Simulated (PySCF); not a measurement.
Ligands exchanged one at a time, C F-SH. Isolated molecules, 0 K electronic values unless said otherwise. One relaxed conformer stands for each flexible species; it need not be the lowest. Strings in code marks are SMILES.

The S1 excitation (TDA) from two functionals at the same geometries (CAM-B3LYP-D3(BJ)/def2-TZVP), both in PySCF: PBE-D3(BJ)/def2-TZVP and CAM-B3LYP-D3(BJ)/def2-TZVP. Excitations are Tamm–Dancoff values on a coarser integration grid. The basis has no diffuse functions, so Rydberg states are missing or too high.

```csv
species,CAM-B3LYP-D3(BJ)/def2-TZVP (eV)
0 of 4 F replaced by SH,13.54
1 of 4 F replaced by SH (`FC(S)(F)F`),5.77
"2 of 4 F replaced by SH (`FC(F)(S)S` (S–C–S–H torsion -65°, S–C–S–H torsion 65°))",4.99
3 of 4 F replaced by SH (`C(S)(S)(S)F`),4.97
```

Question: What does PBE-D3(BJ)/def2-TZVP give for each?

Answer: 
- 0 of 4 F replaced by SH: 12.16
- 1 of 4 F replaced by SH (`FC(S)(F)F`): 5.69
- 2 of 4 F replaced by SH (`FC(F)(S)S` (S–C–S–H torsion -65°, S–C–S–H torsion 65°)): 4.39
- 3 of 4 F replaced by SH (`C(S)(S)(S)F`): 4.28
Over these rows, drawn at random from the members with no instability flagged (it was tested for open shells, ions and some series alone), PBE minus CAM-B3LYP-D3(BJ): mean -0.69 eV, from -1.38 eV to -0.08 eV.
